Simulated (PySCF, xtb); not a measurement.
CH₃S, SMILES C[S] (connectivity only; charge and spin as stated), charge -1, multiplicity 1.

Harmonic wavenumbers (cm⁻¹) from GFN2-xTB in xtb at its own minimum, in rising order: 717, 929, 929, 1330, 1502, 1502, 2856, 2857, 2896.

### Question
What does PySCF 2.14.0 with PBE0-D3(BJ)/def2-TZVPD give at its own minimum? (The exact figures need the calculation; the answer reports its results.)

### Answer
724, 930, 930, 1304, 1465, 1465, 2964, 3010, 3010. Paired by order, the mean absolute difference is 54 cm⁻¹ and the zero-point energies are 22.2 and 22.6 kcal/mol.
